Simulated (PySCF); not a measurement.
## Highest orbital energy against ionisation energy along group 13

Calculated with PySCF 2.14, no spin-orbit coupling. Each cell gives −ε(HOMO) / ΔSCF in eV; NIST values include spin-orbit coupling, (s) semi-empirical, (t) theoretical.

```tsv
species	UHF	LDA	PBE	PBE0	r2SCAN	NIST (lowest levels)
B (aug-cc-pCVTZ-DK, spin-free X2C)	8.664 / 8.033	4.108 / 8.637	4.165 / 8.667	5.367 / 8.640	4.577 / 8.758	8.298
Al (aug-cc-pCVTZ-DK, spin-free X2C)	5.921 / 5.589	3.006 / 6.017	3.082 / 6.061	3.894 / 6.079	3.334 / 6.151	5.986
In (aug-cc-pwCVTZ-DK3, spin-free X2C)	5.489 / 5.219	2.865 / 5.729	2.833 / 5.601	3.603 / 5.630	3.062 / 5.724	5.786
Tl (aug-cc-pwCVTZ-DK3, spin-free X2C)	5.233 / 4.997	2.758 / 5.574	2.692 / 5.417	3.430 / 5.431	2.902 / 5.495	6.108
```

Question: How far is −ε(HOMO) from ΔSCF on average for each method, and why?

Answer: UHF 0.37 eV; LDA -3.30 eV; PBE -3.24 eV; PBE0 -2.37 eV; r2SCAN -3.06 eV. Hartree-Fock orbital energies lack relaxation and so exceed the ΔSCF value; semilocal functionals have convex E(N) from self-interaction, so their HOMO lies far too high; exact exchange moves hybrids part of the way back.
